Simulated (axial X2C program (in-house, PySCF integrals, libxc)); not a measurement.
B₂⁺: cheaper levels and CCSD(T), two-component

Computed with an axial X2C code built on PySCF integrals. Two-component (2c) means X2C with spin–orbit coupling and atomic mean-field two-electron Coulomb and Gaunt terms. Basis: B dyall-v3z [7s6p2d1f] (cores contracted in-house); Gaussian nuclei, density fitting, unrestricted open shells. Masses: B 11.009 u.

State: Ω = 1/2 (⟨Sz⟩ = 1.50, ⟨Lz⟩ = -1.00 at HF); fragments B+ + B.

| level | Re (Å) | ωe (cm⁻¹) |
| --- | --- | --- |
| PBE0 | 1.628 | 1094.2 |
| HF | 1.607 | 1184.8 |
| MP2 | 1.621 | 1121.9 |
| CCSD | 1.628 | 1091.3 |

Correlated methods: 5 electrons correlated (number of frozen shells: B 1 s), 155 virtual spin orbitals or spinors in MP2, 62 natural virtuals in coupled cluster.

CCSD(T), same Hamiltonian and basis:

Re = 1.633 Å, ωe = 1074.5 cm⁻¹; T1 = 0.014 (Lee–Taylor normalisation).

(1) Give the differences from CCSD(T) in the columns below.

The state is one determinant whose occupation by symmetry is held fixed; it was picked as the lowest of a PBE0 search that is not exhaustive. De is not given where an atomic determinant may have missed its ground term or J level, or where the truncated virtual space spoils (T). Density functionals use the spin component along the axis (collinear). CCSD and (T) use frozen natural virtuals with an MP2 correction for the truncation; (T) itself is uncorrected, so its De runs slightly low. PBE0 can misorder states that lie within some tenths of an eV, so this need not be the ground state of the molecule. The nearest other 2c determinant of the search, Ω = 5/2, lies 0.00 eV up at the distance of the search. Without a current term, density functionals place determinants with orbital angular momentum somewhat too high. The spin of this state cannot come from the lowest atoms; the curve heads to a higher limit, and no De is given. With several unpaired electrons one determinant need not be a pure state.

Results:

(1) 

```tsv
level	ΔRe (Å)	Δωe (cm⁻¹)
PBE0	-0.005	20
HF	-0.026	110
MP2	-0.012	47
CCSD	-0.005	17
```
